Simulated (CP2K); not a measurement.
# A workflow on C3H8O2 (1,2-propanediol)

We compute energy and forces (singlet C3H8O2, r2SCAN/6-31G*), then energy and forces (doublet [C3H8O2]+, U-r2SCAN/6-31G*), then energy and forces (singlet C3H8O2, r2SCAN/6-31G*), then energy and forces (doublet [C3H8O2]+, U-r2SCAN/6-31G*) of C3H8O2. 

The calculation is run with CP2K 2026.2.

6 further runs of the same task are left out: 2 that didn't finish, 4 set aside as unsound or not needed.

### Step 1. The molecule

C3H8O2 has 13 atoms, charge 0, and is taken as a singlet. SMILES: `CC(O)CO`. The shape is that of a GFN2-xTB optimisation. This is one conformer, not always the lowest.

Bond lengths: C1–C2 1.523 Å, C2–O3 1.408 Å, C2–C4 1.534 Å, C4–O5 1.415 Å, C1–H6 1.086 Å, C1–H7 1.087 Å, C1–H8 1.086 Å, C2–H9 1.103 Å, O3–H10 0.965 Å, C4–H11 1.099 Å, C4–H12 1.097 Å, O5–H13 0.962 Å. Some angles: C1–C2–O3 108.4°, C1–C2–C4 111.4°, O3–C2–C4 110.0°, C2–C4–O5 107.4°, C1–C2–H9 109.8°, O3–C2–H9 109.4°, C4–C2–H9 107.7°, C2–C1–H6 109.2°, C2–C1–H7 109.7°, C2–C1–H8 110.5°.

### Step 2. Energy and gradient at r2SCAN/6-31G(d) (spherical functions, lebedev grid 110, radial grid 75) (run 1)

File qs.inp:

```
&GLOBAL
  PROJECT qs
  RUN_TYPE ENERGY_FORCE
  PRINT_LEVEL MEDIUM
&END GLOBAL

&FORCE_EVAL
  METHOD QUICKSTEP
  &DFT
    BASIS_SET_FILE_NAME ./6_31gs.basis
    POTENTIAL_FILE_NAME POTENTIAL
    ! Quickstep
    &QS
      METHOD GAPW
      EPS_DEFAULT 1.0E-10
    &END QS
    ! real-space grids
    &MGRID
      CUTOFF 280
      REL_CUTOFF 50
      NGRIDS 4
    &END MGRID
    &POISSON
      PERIODIC NONE
      POISSON_SOLVER MULTIPOLE
    &END POISSON
    ! SCF settings
    &SCF
      SCF_GUESS ATOMIC
      EPS_SCF 1.0E-06
      MAX_SCF 150
      ADDED_MOS 10
      &DIAGONALIZATION
        ALGORITHM STANDARD
      &END DIAGONALIZATION
      &MIXING
        METHOD BROYDEN_MIXING
        ALPHA 0.2
        NBUFFER 8
      &END MIXING
    &END SCF
    ! functional
    &XC
      &XC_FUNCTIONAL
        &MGGA_X_R2SCAN
        &END MGGA_X_R2SCAN
        &MGGA_C_R2SCAN
        &END MGGA_C_R2SCAN
      &END XC_FUNCTIONAL
    &END XC
    ! extra output
    &PRINT
      &MOMENTS
        PERIODIC F
        REFERENCE COM
        MAX_MOMENT 1
      &END MOMENTS
      &MO ON
        ENERGIES T
        OCCUPATION_NUMBERS T
        NDIGITS 6
        &EACH
          QS_SCF 0
        &END EACH
        ADD_LAST NUMERIC
      &END MO
      &HIRSHFELD OFF
      &END HIRSHFELD
    &END PRINT
  &END DFT
  &SUBSYS
    ! vacuum box
    &CELL
      ABC 11.3 10.1 9.7
      PERIODIC NONE
    &END CELL
    &COORD
      SCALED T
      C    0.37344071   0.55186683   0.53793247
      C    0.49216106   0.55756485   0.46389124
      O    0.56991947   0.63628168   0.54228093
      C    0.54462655   0.41878960   0.44408093
      O    0.65468407   0.43397277   0.37621598
      H    0.33987257   0.65175990   0.55141392
      H    0.38477965   0.50740842   0.63909742
      H    0.31019027   0.49425990   0.47871186
      H    0.48066106   0.60202030   0.36090258
      H    0.64797699   0.62458465   0.50371495
      H    0.55713717   0.37209356   0.54531804
      H    0.48392743   0.35797673   0.38252216
      H    0.68980973   0.34824010   0.36256753
    &END COORD
    &KIND C
      BASIS_SET 6-31Gs
      POTENTIAL ALL
      LEBEDEV_GRID 110
      RADIAL_GRID 75
    &END KIND
    &KIND O
      BASIS_SET 6-31Gs
      POTENTIAL ALL
      LEBEDEV_GRID 110
      RADIAL_GRID 75
    &END KIND
    &KIND H
      BASIS_SET 6-31Gs
      POTENTIAL ALL
      LEBEDEV_GRID 110
      RADIAL_GRID 75
    &END KIND
  &END SUBSYS
  &PRINT
    &FORCES ON
    &END FORCES
  &END PRINT
&END FORCE_EVAL
```

Launch:

```
$ OMP_NUM_THREADS=2 cp2k.psmp -i qs.inp -o qs.out
```

The log of the run:

```text
CP2K| version string:                                       CP2K version 2026.2
[...]
 GLOBAL| Method name                                                        CP2K
[...]
 GLOBAL| Run type                                                   ENERGY_FORCE
[...]
 DFT| Spin restricted Kohn-Sham (RKS) calculation                            RKS
 DFT| Multiplicity                                                             1
[...]
 DFT| Charge                                                                   0
[...]
 FUNCTIONAL| MGGA_X_R2SCAN:
[...]
 FUNCTIONAL| MGGA_C_R2SCAN:
[...]
 QS| Method:                                                                GAPW
[...]
 QS| Density cutoff [a.u.]:                                                140.0
[...]
 QS| Relative density cutoff [a.u.]:                                        25.0
[...]
                             - Atoms:                                         13
[...]
                             - Spherical basis functions:                     86
[...]
 Number of electrons:                                                         42
[...]
     1 NoMix/Diag. 0.20E+00    0.6     0.49215636      -270.1386015353 -2.70E+02
[...]
    29 Broy./Diag. 0.20E+00    0.8     0.00000074      -269.3957319457 -1.71E-05
  *** SCF run converged in    29 steps ***
[...]
  Overlap energy of the core charge distribution:               0.00000519263690
  Self energy of the core charge distribution:               -244.44227198384587
  Core Hamiltonian energy:                                    -30.53268213797925
  Hartree energy:                                              81.39094966940979
  Exchange-correlation energy:                                -15.65880735768573
[...]
  Dipole moment [Debye]
    X=  0.1060366E+00 Y= -0.2376379E+01 Z= -0.8104406E+00  Total=      2.5130134
  Decoupling Energy:                                               0.0002198535
 ENERGY| Total FORCE_EVAL ( QS ) energy [hartree]           -269.395730347496055
[...]
```

Run time: 23 s. Hardware: 2 threads of Arm Neoverse V2, shared host; peak memory 1.1 GiB.

### Step 3. The doublet cation: energy and forces at U-r2SCAN/6-31G(d) (spherical functions, lebedev grid 110, radial grid 75) (run 2)

File calc.inp:

```
&GLOBAL
  PROJECT_NAME calc
  RUN_TYPE ENERGY_FORCE
  PRINT_LEVEL MEDIUM
&END GLOBAL

&FORCE_EVAL
  METHOD Quickstep
  &DFT
    BASIS_SET_FILE_NAME ./6_31gs.basis
    POTENTIAL_FILE_NAME POTENTIAL
    CHARGE 1
    MULTIPLICITY 2
    UNRESTRICTED_KOHN_SHAM T
    # Quickstep
    &QS
      METHOD GAPW
      EPS_DEFAULT 1.0E-10
    &END QS
    # plane-wave cutoff in Ry
    &MGRID
      CUTOFF 280
      REL_CUTOFF 50
      NGRIDS 4
    &END MGRID
    &POISSON
      PERIODIC NONE
      POISSON_SOLVER MULTIPOLE
    &END POISSON
    # SCF settings
    &SCF
      SCF_GUESS ATOMIC
      EPS_SCF 1.0E-06
      MAX_SCF 30
      &OT ON
        MINIMIZER DIIS
        PRECONDITIONER FULL_SINGLE_INVERSE
      &END OT
      &OUTER_SCF
        EPS_SCF 1.0E-06
        MAX_SCF 8
      &END OUTER_SCF
    &END SCF
    &XC
      &XC_FUNCTIONAL
        &MGGA_X_R2SCAN
        &END MGGA_X_R2SCAN
        &MGGA_C_R2SCAN
        &END MGGA_C_R2SCAN
      &END XC_FUNCTIONAL
    &END XC
    # extra output
    &PRINT
      &MOMENTS
        PERIODIC F
        REFERENCE COM
        MAX_MOMENT 1
      &END MOMENTS
      &MO_CUBES
        NLUMO 5
        NHOMO -1
        WRITE_CUBE F
      &END MO_CUBES
      &HIRSHFELD OFF
      &END HIRSHFELD
    &END PRINT
  &END DFT
  &SUBSYS
    &CELL
      ABC [angstrom] 11.3 10.1 9.7
      PERIODIC NONE
    &END CELL
    &COORD
      SCALED T
      C    0.37344071   0.55186683   0.53793247
      C    0.49216106   0.55756485   0.46389124
      O    0.56991947   0.63628168   0.54228093
      C    0.54462655   0.41878960   0.44408093
      O    0.65468407   0.43397277   0.37621598
      H    0.33987257   0.65175990   0.55141392
      H    0.38477965   0.50740842   0.63909742
      H    0.31019027   0.49425990   0.47871186
      H    0.48066106   0.60202030   0.36090258
      H    0.64797699   0.62458465   0.50371495
      H    0.55713717   0.37209356   0.54531804
      H    0.48392743   0.35797673   0.38252216
      H    0.68980973   0.34824010   0.36256753
    &END COORD
    &KIND C
      BASIS_SET 6-31Gs
      POTENTIAL ALL
      LEBEDEV_GRID 110
      RADIAL_GRID 75
    &END KIND
    &KIND O
      BASIS_SET 6-31Gs
      POTENTIAL ALL
      LEBEDEV_GRID 110
      RADIAL_GRID 75
    &END KIND
    &KIND H
      BASIS_SET 6-31Gs
      POTENTIAL ALL
      LEBEDEV_GRID 110
      RADIAL_GRID 75
    &END KIND
  &END SUBSYS
  # extra output
  &PRINT
    &FORCES ON
    &END FORCES
  &END PRINT
&END FORCE_EVAL
```

Launch:

```
$ OMP_NUM_THREADS=2 cp2k.psmp -i calc.inp > calc.out 2>&1
```

The log of the run:

```text
CP2K| version string:                                       CP2K version 2026.2
[...]
 GLOBAL| Method name                                                        CP2K
[...]
 GLOBAL| Run type                                                   ENERGY_FORCE
[...]
 DFT| Spin unrestricted (spin-polarized) Kohn-Sham calculation               UKS
 DFT| Multiplicity                                                             2
[...]
 DFT| Charge                                                                   1
[...]
 FUNCTIONAL| MGGA_X_R2SCAN:
[...]
 FUNCTIONAL| MGGA_C_R2SCAN:
[...]
 QS| Method:                                                                GAPW
[...]
 QS| Density cutoff [a.u.]:                                                140.0
[...]
 QS| Relative density cutoff [a.u.]:                                        25.0
[...]
                             - Atoms:                                         13
[...]
                             - Spherical basis functions:                     86
[...]
 Number of electrons:                                                         21
[...]
     1 OT DIIS     0.80E-01    1.2     0.23802085      -255.5286264326 -2.56E+02
[...]
    17 OT DIIS     0.80E-01    1.2     0.00000058      -269.0484202863 -3.11E-11
  *** SCF run converged in    17 steps ***
[...]
  Overlap energy of the core charge distribution:               0.00000519263690
  Self energy of the core charge distribution:               -244.44227198384587
  Core Hamiltonian energy:                                    -30.96292033305624
  Hartree energy:                                              81.76103867239725
  Exchange-correlation energy:                                -15.26373196213284
[...]
  Dipole moment [Debye]
    X=  0.6385022E+00 Y= -0.2246623E+01 Z= -0.9568695E+00  Total=      2.5240048
[...]
 HOMO - LUMO gap [eV] :    0.098951
[...]
 ENERGY| Total FORCE_EVAL ( QS ) energy [hartree]           -269.048420286252110
[...]
```

Run time: 5.3 min. Hardware: 2 threads of Arm Neoverse V2, shared host; peak memory 0.88 GiB.

### Step 4. Energy and forces at r2SCAN/6-31G(d) (spherical functions, lebedev grid 302, radial grid 100) (run 3)

File gas.inp:

```
&GLOBAL
   PROJECT gas
   RUN_TYPE ENERGY_FORCE
   PRINT_LEVEL MEDIUM
&END GLOBAL

&FORCE_EVAL
   METHOD QS
   &DFT
      BASIS_SET_FILE_NAME ./6_31gs.basis
      POTENTIAL_FILE_NAME POTENTIAL
      &QS
         METHOD GAPW
         EPS_DEFAULT 1.0E-10
      &END QS
      &MGRID
         CUTOFF 280
         REL_CUTOFF 50
         NGRIDS 4
      &END MGRID
      &POISSON
         PERIODIC NONE
         POISSON_SOLVER MULTIPOLE
      &END POISSON
      &SCF
         SCF_GUESS ATOMIC
         EPS_SCF 1.0E-06
         MAX_SCF 150
         ADDED_MOS 10
         &DIAGONALIZATION
            ALGORITHM STANDARD
         &END DIAGONALIZATION
         &MIXING
            METHOD BROYDEN_MIXING
            ALPHA 0.2
            NBUFFER 8
         &END MIXING
      &END SCF
      &XC
         &XC_FUNCTIONAL
            &MGGA_X_R2SCAN
            &END MGGA_X_R2SCAN
            &MGGA_C_R2SCAN
            &END MGGA_C_R2SCAN
         &END XC_FUNCTIONAL
      &END XC
      &PRINT
         &MOMENTS
            PERIODIC F
            REFERENCE COM
            MAX_MOMENT 1
         &END MOMENTS
         &MO ON
            ENERGIES T
            OCCUPATION_NUMBERS T
            NDIGITS 6
            &EACH
               QS_SCF 0
            &END EACH
            ADD_LAST NUMERIC
         &END MO
         &HIRSHFELD OFF
         &END HIRSHFELD
      &END PRINT
   &END DFT
   &SUBSYS
      &CELL
         ABC 11.3 10.1 9.7
         PERIODIC NONE
      &END CELL
      &COORD
         SCALED T
         C    0.37344071   0.55186683   0.53793247
         C    0.49216106   0.55756485   0.46389124
         O    0.56991947   0.63628168   0.54228093
         C    0.54462655   0.41878960   0.44408093
         O    0.65468407   0.43397277   0.37621598
         H    0.33987257   0.65175990   0.55141392
         H    0.38477965   0.50740842   0.63909742
         H    0.31019027   0.49425990   0.47871186
         H    0.48066106   0.60202030   0.36090258
         H    0.64797699   0.62458465   0.50371495
         H    0.55713717   0.37209356   0.54531804
         H    0.48392743   0.35797673   0.38252216
         H    0.68980973   0.34824010   0.36256753
      &END COORD
      &KIND C
         BASIS_SET 6-31Gs
         POTENTIAL ALL
         LEBEDEV_GRID 302
         RADIAL_GRID 100
      &END KIND
      &KIND O
         BASIS_SET 6-31Gs
         POTENTIAL ALL
         LEBEDEV_GRID 302
         RADIAL_GRID 100
      &END KIND
      &KIND H
         BASIS_SET 6-31Gs
         POTENTIAL ALL
         LEBEDEV_GRID 302
         RADIAL_GRID 100
      &END KIND
   &END SUBSYS
   &PRINT
      &FORCES ON
      &END FORCES
   &END PRINT
&END FORCE_EVAL
```

Launch:

```
$ OMP_NUM_THREADS=2 cp2k.psmp -i gas.inp -o gas.out
```

The log of the run:

```text
CP2K| version string:                                       CP2K version 2026.2
[...]
 GLOBAL| Method name                                                        CP2K
[...]
 GLOBAL| Run type                                                   ENERGY_FORCE
[...]
 DFT| Spin restricted Kohn-Sham (RKS) calculation                            RKS
 DFT| Multiplicity                                                             1
[...]
 DFT| Charge                                                                   0
[...]
 FUNCTIONAL| MGGA_X_R2SCAN:
[...]
 FUNCTIONAL| MGGA_C_R2SCAN:
[...]
 QS| Method:                                                                GAPW
[...]
 QS| Density cutoff [a.u.]:                                                140.0
[...]
 QS| Relative density cutoff [a.u.]:                                        25.0
[...]
                             - Atoms:                                         13
[...]
                             - Spherical basis functions:                     86
[...]
 Number of electrons:                                                         42
[...]
     1 NoMix/Diag. 0.20E+00    1.0     0.49214463      -270.1386178943 -2.70E+02
[...]
    29 Broy./Diag. 0.20E+00    1.1     0.00000082      -269.3957097314 -1.79E-05
  *** SCF run converged in    29 steps ***
[...]
  Overlap energy of the core charge distribution:               0.00000519263690
  Self energy of the core charge distribution:               -244.44227198384587
  Core Hamiltonian energy:                                    -30.53374428531331
  Hartree energy:                                              81.39192308362723
  Exchange-correlation energy:                                -15.65863462601962
[...]
  Dipole moment [Debye]
    X=  0.1058948E+00 Y= -0.2376115E+01 Z= -0.8103608E+00  Total=      2.5127320
  Decoupling Energy:                                               0.0002198003
 ENERGY| Total FORCE_EVAL ( QS ) energy [hartree]           -269.395707753573788
[...]
```

Run time: 33 s. Hardware: 2 threads of Arm Neoverse V2, shared host; peak memory 1.1 GiB.

### Step 5. The doublet cation: energy and forces at U-r2SCAN/6-31G(d) (spherical functions, lebedev grid 302, radial grid 100) (run 4)

File molecule.inp:

```
&GLOBAL
   PROJECT molecule
   RUN_TYPE ENERGY_FORCE
   PRINT_LEVEL MEDIUM
&END GLOBAL

&FORCE_EVAL
   METHOD QS
   &DFT
      BASIS_SET_FILE_NAME ./6_31gs.basis
      POTENTIAL_FILE_NAME POTENTIAL
      CHARGE 1
      MULTIPLICITY 2
      SPIN_POLARIZED T
      &QS
         METHOD GAPW
         EPS_DEFAULT 1.0E-10
      &END QS
      &MGRID
         CUTOFF 280
         REL_CUTOFF 50
         NGRIDS 4
      &END MGRID
      ! cluster boundary conditions
      &POISSON
         PERIODIC NONE
         POISSON_SOLVER MULTIPOLE
      &END POISSON
      &SCF
         SCF_GUESS ATOMIC
         EPS_SCF 1.0E-06
         MAX_SCF 30
         &OT
            MINIMIZER DIIS
            PRECONDITIONER FULL_SINGLE_INVERSE
         &END OT
         &OUTER_SCF
            EPS_SCF 1.0E-06
            MAX_SCF 8
         &END OUTER_SCF
      &END SCF
      &XC
         &XC_FUNCTIONAL
            &MGGA_X_R2SCAN
            &END MGGA_X_R2SCAN
            &MGGA_C_R2SCAN
            &END MGGA_C_R2SCAN
         &END XC_FUNCTIONAL
      &END XC
      &PRINT
         &MOMENTS
            PERIODIC F
            REFERENCE COM
            MAX_MOMENT 1
         &END MOMENTS
         &MO_CUBES
            NLUMO 5
            NHOMO -1
            WRITE_CUBE F
         &END MO_CUBES
         &HIRSHFELD OFF
         &END HIRSHFELD
      &END PRINT
   &END DFT
   ! atoms, cell and kinds
   &SUBSYS
      ! vacuum box
      &CELL
         ABC 11.3 10.1 9.7
         PERIODIC NONE
      &END CELL
      &COORD
         SCALED T
         C    0.37344071   0.55186683   0.53793247
         C    0.49216106   0.55756485   0.46389124
         O    0.56991947   0.63628168   0.54228093
         C    0.54462655   0.41878960   0.44408093
         O    0.65468407   0.43397277   0.37621598
         H    0.33987257   0.65175990   0.55141392
         H    0.38477965   0.50740842   0.63909742
         H    0.31019027   0.49425990   0.47871186
         H    0.48066106   0.60202030   0.36090258
         H    0.64797699   0.62458465   0.50371495
         H    0.55713717   0.37209356   0.54531804
         H    0.48392743   0.35797673   0.38252216
         H    0.68980973   0.34824010   0.36256753
      &END COORD
      &KIND C
         BASIS_SET 6-31Gs
         POTENTIAL ALL
         LEBEDEV_GRID 302
         RADIAL_GRID 100
      &END KIND
      &KIND O
         BASIS_SET 6-31Gs
         POTENTIAL ALL
         LEBEDEV_GRID 302
         RADIAL_GRID 100
      &END KIND
      &KIND H
         BASIS_SET 6-31Gs
         POTENTIAL ALL
         LEBEDEV_GRID 302
         RADIAL_GRID 100
      &END KIND
   &END SUBSYS
   &PRINT
      &FORCES ON
      &END FORCES
   &END PRINT
&END FORCE_EVAL
```

Launch:

```
$ OMP_NUM_THREADS=2 cp2k.psmp molecule.inp > molecule.out
```

The log of the run:

```text
CP2K| version string:                                       CP2K version 2026.2
 CP2K| Input file name                                              molecule.inp

[... 397 lines left out ...]
  Decoupling Energy:                                               0.0850589278
[... 136 lines left out ...]
  Decoupling Energy:                                               0.0848980386
[... 161 lines left out ...]
  Decoupling Energy:                                               0.0848736661
[... 147 lines left out ...]
  Hartree energy:                                              81.76168599885338
[... 150 lines left out ...]
  Decoupling Energy:                                               0.0848660342
[... 148 lines left out ...]
  outer SCF loop FAILED to converge after    9 iterations or  270 steps
[... 1 line left out ...]
 *******************************************************************************
 *   ___                                                                       *
 *  /   \                                                                      *
 * [ABORT]                                                                     *
 *  \___/     SCF run NOT converged. To continue the calculation regardless,   *
 *    |             please set the keyword IGNORE_CONVERGENCE_FAILURE.         *
 *  O/|                                                                        *
 * /| |                                                                        *
 * / \                                                            qs_scf.F:702 *
 *******************************************************************************

 ===== Routine Calling Stack =====

            4 scf_env_do_scf
            3 qs_energies
            2 qs_forces
            1 CP2K

Program received signal SIGABRT: Process abort signal.
```

Run time: 9.1 min. Hardware: 2 threads of Arm Neoverse V2, shared host; peak memory 0.88 GiB.

No converged result was reached.

### Step 6. The series

| run | level | iteration cap | solver | partner | energy (Eh) | HOMO energy (eV) | LUMO energy (eV) | largest force (eV/Å) | wall time |
| --- | --- | --- | --- | --- | --- | --- | --- | --- | --- |
| 1 | r2SCAN/6-31G* (spherical functions, lebedev grid 110, radial grid 75) | 150 | DIAG | base | -269.395730 | -5.91 | 1.81 | 0.660 | 23 s |
| 2 | U-r2SCAN/6-31G* (spherical functions, lebedev grid 110, radial grid 75) | 30 | OT | cation | -269.048420 | -12.86 | -12.76 | 2.336 | 5.3 min |
| 3 | r2SCAN/6-31G* (spherical functions, lebedev grid 302, radial grid 100) | 150 | DIAG | base | -269.395708 | -5.91 | 1.81 | 0.662 | 33 s |
| 4 | U-r2SCAN/6-31G* (spherical functions, lebedev grid 302, radial grid 100) | 30 | OT | cation | not converged | – | – | – | 9.1 min |

### Step 7. Outcome

| quantity | value |
| --- | --- |
| run 3, r2SCAN/6-31G*: total energy | -269.39571 Eh |
| run 3, r2SCAN/6-31G*: dipole moment | 2.51 D |
| run 3, r2SCAN/6-31G*: HOMO energy | -5.91 eV |
| run 3, r2SCAN/6-31G*: LUMO energy | 1.81 eV |
| run 3, r2SCAN/6-31G*: HOMO–LUMO gap | 7.72 eV |
| run 3, r2SCAN/6-31G*: largest force on an atom | 0.662 eV/Å |
| vertical ionisation energy (to the doublet cation) | 9.451 eV |

In words: The vertical ionisation energy comes to 9.45 eV (218 kcal/mol). The negative HOMO energy of the first species, 5.91 eV, lies 3.54 eV below that difference. All runs together took 15 min, the longest 9.1 min. 1 of the 4 runs did not end normally.
